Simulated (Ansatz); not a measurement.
Program: Ansatz. Geometries: PBE0-D4/def2-TZVP. ΔE: electronic, gas phase. CCSD(T)/CBS adds triple-zeta CCSD(T) − MP2 to the extrapolated MP2 energy (def2 sets, frozen cores). DFT in def2-TZVPP. B3LYP here is the variant with VWN-RPA as its local correlation; programs differ in this. HSE06 is defined as in plane-wave codes. Each species was taken in one conformer, which may not be the lowest.

`NC=C=CF` → `FC1=CCN1`  (isomerisation)

Is it downhill or uphill in electronic energy at CCSD(T)/CBS, and by how much? (An estimate is asked.)

Ansatz gave: Downhill: ΔE = -2.5 kcal/mol.

What do these levels give: B3LYP-D4, r2SCANh-D4, ωB97X-V, PBE, PBE0, HSE06, LC-ωPBE, MP2/def2-SVP, MP2/def2-TZVPP, HF/def2-QZVPP, SCS-MP2/def2-QZVPP, HF/CBS(def2)? (An estimate is asked.)

Ansatz gave: B3LYP-D4 3.1, r2SCANh-D4 -1.3, ωB97X-V -4.6, PBE 0.0, PBE0 -3.3, HSE06 -3.3, LC-ωPBE -6.8, MP2/def2-SVP -6.6, MP2/def2-TZVPP -5.2, HF/def2-QZVPP 0.0, SCS-MP2/def2-QZVPP -3.6, HF/CBS(def2) 0.0 kcal/mol.

Largest T1 diagnostic among the species: 0.013.

From r2SCAN to r2SCAN0 (25 % exact exchange), in def2-TZVPP and without D4, ΔE moves by −2.7 kcal/mol. In def2-TZVPP, CCSD(T) changes the Hartree–Fock value by −2.8 kcal/mol (the triples alone add +0.1 kcal/mol) and MP2 by −5.1 kcal/mol.
